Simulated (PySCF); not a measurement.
Some computed properties have been withheld. Give your best values.

Species: trans 3-chloropropionitrile, C₃H₄ClN.
SMILES: `N#CCCCl`

Conformer (atom-mapped SMILES and torsion angles): `[N:1]#[C:2][CH2:3][CH2:4][Cl:5]`: C2–C3–C4–Cl5 180°.

| property | level | value |
| --- | --- | --- |
| point group | PBE0-D3(BJ)/def2-TZVP | ? |
| rotational constants A, B, C | PBE0-D3(BJ)/def2-TZVP | ? |
| dipole moment | B97-2/pcSseg-2 | ? |
| HOMO energy | B97-2/pcSseg-2 | ? |
| LUMO energy | B97-2/pcSseg-2 | -0.39 eV |
| 13C chemical shifts (computed TMS as zero) by class | GIAO B97-2/pcSseg-2 | ? |
| 1H chemical shifts (computed TMS as zero) by class | GIAO B97-2/pcSseg-2 | ? |
| isotropic shieldings of nuclei other than C and H, by class | GIAO B97-2/pcSseg-2 | ? |

The electronic properties come from PySCF, for the isolated species, density fitting. The structure is a single PBE0-D3(BJ)/def2-TZVP conformer in the gas phase; no vibrational or solvent corrections.

Give the 1H chemical shifts (computed TMS as zero) by class.

3.59 (2 H), 2.51 (2 H) ppm.

What are the rotational constants A, B, C?

27.383, 1.517, 1.464 GHz.

What is the dipole moment?

2.10 D.

The 13C chemical shifts (computed TMS as zero) by class?

121.5 (1 C), 45.7 (1 C), 23.6 (1 C) ppm.

Give the HOMO energy.

-8.80 eV.

What is the point group?

Cs.

Give the isotropic shieldings of nuclei other than C and H, by class.

-32 (1 N), 836 (1 Cl) ppm.

A dipole of 2.10 D is allowed in Cs, and pure rotational transitions are dipole-allowed. With B = h/(8π²I), that is 505.379 GHz u Å² over I, the principal moments of inertia are 18.5, 333.0 and 345.2 u Å² (most abundant isotopes). The rotational constants make it an asymmetric top with κ = (2B − A − C)/(A − C) = -1.00, nearer the prolate limit (−1). In atomic units the dipole is 0.83 e·bohr (1 au = 2.5417 D).

For the geometry optimisation (PBE0-D3(BJ)/def2-TZVP), on one thread of an Arm Neoverse V2, shared host, this took 71 s and 0.70 GiB of memory at its peak.
